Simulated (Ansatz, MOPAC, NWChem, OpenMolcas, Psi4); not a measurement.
**CH5BN (SMILES B[N]C): methods side by side**

CH5BN, doublet, SMILES `B[N]C`. Each level relaxes the structure for itself.

Each level gives the zero-point energy at each level's own minimum (kJ/mol). The values are calculated.

```tsv
level	kind	program	value (kJ/mol)
MNDO	semi-empirical	MOPAC	169.9
MNDOD	semi-empirical	MOPAC	170.3
PM3	semi-empirical	MOPAC	155.9
PM7	semi-empirical	MOPAC	155.1
UHF/3-21G	Hartree–Fock	NWChem	170.8
UHF/6-31G* (Cartesian functions)	Hartree–Fock	OpenMolcas	171.5
UPBE-D3(BJ)/def2-SVP (density fitting)	GGA	Psi4	151.7
UB3LYP/6-31G* (spherical functions)	global hybrid	NWChem	159.2
UPBE0-D4/def2-TZVP	global hybrid	Ansatz	158.2
```

Harmonic and unscaled. The values span 151.7 to 171.5 kJ/mol.
